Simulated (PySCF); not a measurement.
Species: C4H4O.
Structure used (PBE0-D3(BJ)/def2-SVP), in Å, numbered top down from 1:
```
atom  x, y, z in Å
C1     1.8939    0.1006   -0.0060
C2     0.6478   -0.2764   -0.0010
C3    -0.6215   -0.6306    0.0014
C4    -1.7187    0.3575   -0.1364
O5    -1.5731    1.5454   -0.2630
H6     2.4591    0.1656   -0.9416
H7     2.4059    0.3687    0.9241
H8    -0.8966   -1.6863    0.1087
H9    -2.7405   -0.1004   -0.1134
```

The closed-shell ground state was solved at several levels (PySCF, density fitting, gas phase, non-relativistic).

```tsv
level	basis functions	HOMO (eV)	LUMO (eV)	gap (eV)	dipole (D)
CAM-B3LYP/def2-SVPD	135	-9.01	-0.78	8.23	2.93
PBE0/pcSseg-1	105	-7.47	-1.81	5.66	2.79
```

Q: What might B3LYP/pcJ-1 (175 basis functions) give for the same quantities?

A: HOMO -7.22 eV, LUMO -2.02 eV, gap 5.20 eV, dipole 2.82 D.

Q: Over all these levels, which gives the widest orbital gap and which the narrowest?

A: CAM-B3LYP/def2-SVPD (range-separated hybrid) has the widest, 8.23 eV, and B3LYP/pcJ-1 (global hybrid, 20 % exact exchange) the narrowest, 5.20 eV. Functional and basis both differ between the two, so the spread mixes both effects.

Q: How far do the dipole and the HOMO energy spread over the levels?

A: The dipole runs from 2.79 to 2.93 D (mean 2.85 D) and the HOMO from -9.01 to -7.22 eV.

One conformer stands for the species.
